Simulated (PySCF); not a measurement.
Geometry:
```tsv
atom	x (Å)	y (Å)	z (Å)
C1	2.072	-0.545	-0.130
C2	0.933	0.314	0.392
C3	-0.302	0.381	-0.533
C4	-0.927	-1.011	-0.681
C5	-1.328	1.304	0.129
S6	0.150	1.048	-2.176
H7	2.232	-0.255	-1.184
H8	1.830	-1.620	-0.098
H9	3.001	-0.395	0.447
H10	1.296	1.351	0.502
H11	0.626	-0.029	1.405
H12	-0.231	-1.693	-1.192
H13	-1.825	-0.940	-1.314
H14	-1.213	-1.457	0.296
H15	-1.641	0.942	1.133
H16	-0.905	2.315	0.233
H17	-2.219	1.389	-0.512
```

Total charge -1.

Geometry: PBE0-D3(BJ)/def2-SVP; GIAO shifts from PySCF 2.14.0 with density-fitted response routines, gas phase, non-relativistic, averaged over equivalent atoms.

At PBE0/pcSseg-1 (164 basis functions, 26 s wall time on 1 thread of an Arm Neoverse V1, shared host):
| atoms | δ (ppm) |
| --- | --- |
| C2 | 45.9 |
| C3 | 44.4 |
| C4/C5 | 41.6 |
| C1 | 13.9 |
| S6 | -57.7 |
| H7/H8/H9 | 1.42 |
| H12/H13/H14/H15/H16/H17 | 1.23 |
| H10/H11 | 1.09 |

References, each an isolated molecule treated in the same way: TMS for ¹³C (184.41 ppm) and ¹H (31.27 ppm); ³³S (495.66 ppm) against CS2.

Estimate the result of repeating the calculation with PBE/pcSseg-1.

## Answers


```json
{"atoms": "C2", "δ at PBE/pcSseg-1": "47.7", "change": "+1.8"}
{"atoms": "C3", "δ at PBE/pcSseg-1": "48.5", "change": "+4.1"}
{"atoms": "C4/C5", "δ at PBE/pcSseg-1": "42.4", "change": "+0.8"}
{"atoms": "C1", "δ at PBE/pcSseg-1": "14.5", "change": "+0.6"}
{"atoms": "S6", "δ at PBE/pcSseg-1": "-46.8", "change": "+10.9"}
{"atoms": "H7/H8/H9", "δ at PBE/pcSseg-1": "1.50", "change": "+0.08"}
{"atoms": "H12/H13/H14/H15/H16/H17", "δ at PBE/pcSseg-1": "1.40", "change": "+0.17"}
{"atoms": "H10/H11", "δ at PBE/pcSseg-1": "1.32", "change": "+0.23"}
```

δ = σ(ref) − σ, references computed at the same level: ¹³C (180.03 ppm) and ¹H (31.20 ppm) against TMS; ³³S (490.84 ppm) against CS2.

The largest change is at S6 (sulfur bonded to C). Cost: 164 basis functions, 32 s wall time on 1 thread of an Arm Neoverse V1, shared host. The order of the carbon signals changes between the two levels.
